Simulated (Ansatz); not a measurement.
We consider hcp Cd, described by PBE-D4 in Ansatz (PAW).

Settings: plane-wave cutoff 520 eV, 24×24×10 k mesh (along the axes of the cell as run), Fermi–Dirac smearing 0.05 eV, scalar-relativistic PAW data made under PBE.

The volume scan:

| V (Å³/atom) | E − E_lowest (meV/atom) | P (GPa) |
|---|---|---|
| 20.690 | 5.99 | 2.330 |
| 21.121 | 1.43 | 1.092 |
| 21.552 | 0.00 | 0.000 |
| 21.983 | 1.30 | -0.933 |
| 22.414 | 4.95 | -1.755 |

Estimate the bulk modulus from the pressures at 21.121 and 21.983 Å³/atom, and compare it with a fit to all energies.

B = −V dP/dV. Between V = 21.121 and 21.983 Å³/atom, dP/dV = (-0.933 − (1.092))/(21.983 − 21.121) = -2.35 GPa per Å³/atom; at the midpoint 21.552 Å³/atom this gives B ≈ 50.6 GPa. The third-order Birch–Murnaghan fit gives V0 = 21.553 Å³/atom, B0 = 50.5 GPa, B′ = 6.0, which lies within 1 % of that estimate.

Shape and atoms are relaxed at each volume.

Measured, for comparison: bulk modulus 53.8 GPa (zero-point energy and finite temperature contributions removed, our sources range from 50.7 to 53.8; as tabulated in doi:10.1021/acs.jctc.3c00612). Computed (rounded) less measured: bulk modulus -6 % (-0.4 % to -6 % over the range).

Note: the bulk modulus comes from volumes at which shape and atoms were relaxed.

Static lattice: no zero-point or thermal effects.

Ansatz is a program for electronic structure.
